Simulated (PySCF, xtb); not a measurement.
CH₂, SMILES [CH2] (connectivity only; charge and spin as stated), neutral, multiplicity 1.

GFN2-xTB in xtb 6.7.1 at its own geometry gives an orbital gap of 0.95 eV and a dipole moment of 1.76 D.

Geometry: B3LYP-D3(BJ)/def2-TZVPD. The isomer is the one that the SMILES or the coordinates give; other isomers of the formula were not compared.

What does r2SCAN/def2-TZVPD run with PySCF give? (Estimate from the structure and the level; the computed values follow.)

gap 1.71 eV (levels -6.22 and -4.51 eV), dipole 1.78 D.
